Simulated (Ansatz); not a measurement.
# SiH2O (singlet): the correlation ladder at a displaced geometry (v1), cc-pVDZ

One table from this session's results is given with a row withheld; the runs are named, their logs left out.

The runs use Ansatz 0.2.0, Gaussian basis; cc-pVDZ, core rule «outside noble gas», up to 6 orbitals frozen.

Plan: UHF; CCSD(T) on RHF; CCSD(T) on UHF; BCCD(T) on RHF; CISD; CCSDT(Q) on RHF; CCSDT(Q) on UHF.

26 further runs of the same task are left out: 10 for a known fault of the program, 9 that didn't finish, 7 set aside as unsound or not needed.

**The geometry**

The geometry is a PBE0/def2-TZVP stationary point (not a proven minimum) with its atoms shifted at random (size 0.040 Å).

4 atoms, charge 0, spin multiplicity 1.

Atoms are counted from 1 here; the program's logs count them from 0.

Bond lengths: Si1–O2 1.666 Å, Si1–H3 1.562 Å, O2–H4 0.973 Å. Angles: O2–Si1–H3 92.7°, Si1–O2–H4 115.2°.

Geometry (Å):

```mol
H2OSi
  3D, bonds by distance, orders not assigned

  4  3  0  0  0  0  0  0  0  0999 V2000
    0.0005   -0.1135    0.6117 Si  0  0
   -0.0004    0.1510   -1.0329 O   0  0
    0.0476    1.4148    0.9325 H   0  0
   -0.0552   -0.6500   -1.5817 H   0  0
  1  2  8  0
  1  3  8  0
  2  4  8  0
M  END
```

Set-up of the first run:

in.yaml reads:

```yaml
crystal:
  periodic: [false, false, false]
  atoms:
    - {symbol: Si, position_ang: [0.000475, -0.113484, 0.611727]}
    - {symbol: O, position_ang: [-0.000358, 0.151028, -1.032932]}
    - {symbol: H, position_ang: [0.047606, 1.414825, 0.932470]}
    - {symbol: H, position_ang: [-0.055171, -0.649996, -1.581677]}
basis:
  gaussian: {orbitals: cc-pVDZ}
magnetization: {spin_polarized: true, initial_magnetization: 0}
hamiltonian: {xc: hf}
output: {orbitals: {seedname: orbitals}}
```

Command:

```
> ansatz run in.yaml --threads 1 --pin off --events-out ev --progress --plain --max-ram 2393MiB
```

Steps of the session up to this table: UHF; CCSD(T) on RHF; CCSD(T) on UHF; BCCD(T) on RHF; CISD; CCSDT(Q) on RHF; CCSDT(Q) on UHF.

One table of the session follows, with a row left open; its other results are not shown here.

| method | from RCCSDT(Q) (meV) |
| --- | --- |
| RHF | +8389.2 |
| UHF | +8385.3 |
| RMP2 | +888.1 |
| CISD | +920.3 |
| RCCSD | +241.9 |
| RCCSD(T) | ? |
| BCCD(T) | +39.0 |
| RCCSDT | +23.8 |
| RCCSDT(Q) | 0 |

Estimate the missing values for RCCSD(T).

As computed: from RCCSDT(Q) (meV): +41.7. In the column «from RCCSDT(Q) (meV)» it lies between BCCD(T) (+39.0) and RCCSD (+241.9).

Not comparable, so not listed: CCSD(T) on UHF; CCSDT(Q) on UHF (they don't share determinant, frozen orbitals or solution with the rows shown, or repeat one).

Caveats from the session: Warnings: restricted reference is unstable.
